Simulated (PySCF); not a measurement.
Species: C3H4, SMILES `C=C=C` (charge 0, multiplicity 1).

### Question
What is the computed adiabatic ionisation energy (no zero-point term), HOMO–LUMO gap and LUMO (PBE-D3(BJ)/def2-TZVP // B3LYP-D3(BJ)/def2-TZVP in PySCF)?

### Answer

```
Item                                                Result
------------------------------------------------  --------
adiabatic ionisation energy (no zero-point term)   9.43 eV
HOMO–LUMO gap                                      5.84 eV
LUMO                                              -0.71 eV
```
